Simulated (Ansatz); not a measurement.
Relaxation of the cluster C3⁺ with UKS r2SCAN-D4/def2-TZVP.

```sh
$ ansatz run in.yaml --threads 4 --pin off --events-out ev --progress --plain --max-ram 3916MiB
```

```yaml
crystal:
  periodic: [false, false, false]
  atoms:
    - {symbol: C, position_ang: [-0.655960, -0.472080, -0.978160]}
    - {symbol: C, position_ang: [0.655980, 0.472090, 0.978130]}
    - {symbol: C, position_ang: [-0.000010, -0.000010, 0.000030]}
basis:
  gaussian: {orbitals: def2-TZVP}
total_charge: 1
magnetization: {spin_polarized: true, initial_magnetization: 1}
hamiltonian: {xc: r2scan, dispersion: d4}
scf: {omitted_lower_state_checks: [starts]}
output: {orbitals: {seedname: orbitals}}
relax: {f_tol: 0.02, max_steps: 100}
```

It took 66 s on 4 threads of Arm Neoverse V2 on a shared host.

Positions (Å) and forces (eV/Å) at steps 1, 2, 3, 4, 5, 6, 7, 10, 13, 16, 17, 18, 19, 20, 21, 22, 23, 25 of 25:

```xyz
3
step=1 energy=-3090.3856 eV
C    -0.656   -0.472   -0.978   -0.863   -0.621   -1.287
C     0.656    0.472    0.978    0.857    0.617    1.278
C     0.000    0.000    0.000    0.006    0.005    0.010
3
step=2 energy=-3090.4224 eV
C    -0.666   -0.479   -0.993   -0.227   -0.163   -0.339
C     0.666    0.479    0.992    0.117    0.084    0.174
C     0.000    0.000    0.000    0.110    0.079    0.164
3
step=3 energy=-3090.4286 eV
C    -0.668   -0.481   -0.997   -1.025   -0.737   -1.528
C     0.668    0.481    0.996   -0.865   -0.622   -1.289
C     0.001    0.000    0.001    1.889    1.360    2.817
3
step=4 energy=-3090.5211 eV
C    -0.676   -0.486   -1.007   -0.492   -0.354   -0.735
C     0.666    0.479    0.992   -0.601   -0.433   -0.897
C     0.010    0.007    0.015    1.093    0.787    1.632
3
step=5 energy=-3090.5212 eV
C    -0.682   -0.491   -1.017    0.428    0.308    0.637
C     0.660    0.475    0.983    0.710    0.511    1.058
C     0.023    0.016    0.034   -1.137   -0.819   -1.695
3
step=6 energy=-3090.4885 eV rejected
C    -0.673   -0.484   -1.003   -0.849   -0.611   -1.271
C     0.667    0.480    0.994   -0.880   -0.633   -1.316
C     0.006    0.004    0.009    1.729    1.244    2.587
3
step=7 energy=-3090.5410 eV
C    -0.679   -0.489   -1.013   -0.010   -0.007   -0.016
C     0.663    0.477    0.989   -0.047   -0.034   -0.072
C     0.016    0.012    0.024    0.058    0.041    0.088
3
step=10 energy=-3090.5411 eV
C    -0.679   -0.489   -1.013    0.001    0.000   -0.001
C     0.663    0.477    0.988    0.002    0.001    0.000
C     0.016    0.012    0.025   -0.002   -0.002    0.001
3
step=13 energy=-3090.5411 eV
C    -0.679   -0.488   -1.013    0.005    0.004   -0.004
C     0.663    0.477    0.988    0.005    0.003   -0.006
C     0.016    0.011    0.025   -0.010   -0.007    0.010
3
step=16 energy=-3090.5420 eV
C    -0.672   -0.484   -1.015   -0.049   -0.034   -0.154
C     0.666    0.479    0.980    0.142    0.103    0.123
C     0.006    0.004    0.035   -0.093   -0.069    0.031
3
step=17 energy=-3090.5442 eV
C    -0.648   -0.466   -1.021   -0.271   -0.193   -0.578
C     0.677    0.488    0.952    0.515    0.372    0.554
C    -0.029   -0.022    0.069   -0.244   -0.179    0.024
3
step=18 energy=-3090.5451 eV
C    -0.570   -0.409   -1.051    0.006    0.003    0.166
C     0.722    0.521    0.860   -0.727   -0.528   -0.487
C    -0.152   -0.113    0.191    0.721    0.525    0.321
3
step=19 energy=-3090.5324 eV rejected
C    -0.664   -0.478   -1.044    0.475    0.341    0.739
C     0.693    0.499    0.974   -0.663   -0.477   -0.912
C    -0.028   -0.021    0.071    0.188    0.136    0.172
3
step=20 energy=-3090.5614 eV
C    -0.610   -0.438   -1.049    0.096    0.068    0.237
C     0.709    0.512    0.906   -0.197   -0.143   -0.177
C    -0.099   -0.074    0.143    0.101    0.074   -0.060
3
step=21 energy=-3090.4515 eV rejected
C    -0.616   -0.442   -1.026   -1.026   -0.732   -2.285
C     0.708    0.510    0.930   -1.430   -1.034   -1.551
C    -0.092   -0.068    0.096    2.457    1.767    3.836
3
step=22 energy=-3090.5332 eV rejected
C    -0.603   -0.433   -1.029   -0.378   -0.270   -0.829
C     0.693    0.500    0.895    1.195    0.865    1.179
C    -0.089   -0.066    0.134   -0.817   -0.595   -0.350
3
step=23 energy=-3090.5622 eV
C    -0.613   -0.440   -1.044   -0.022   -0.016   -0.055
C     0.706    0.509    0.911   -0.186   -0.135   -0.184
C    -0.093   -0.069    0.134    0.209    0.151    0.239
3
step=25 energy=-3090.5629 eV
C    -0.613   -0.440   -1.044    0.000    0.000    0.000
C     0.705    0.508    0.910    0.000    0.000    0.000
C    -0.092   -0.068    0.134    0.000    0.000    0.000
```

The charge 1 doublet is spin-contaminated (final ⟨S²⟩ up to 1.07, 0.75 for a pure state). The structure comes from a short search, and lower isomers may exist.
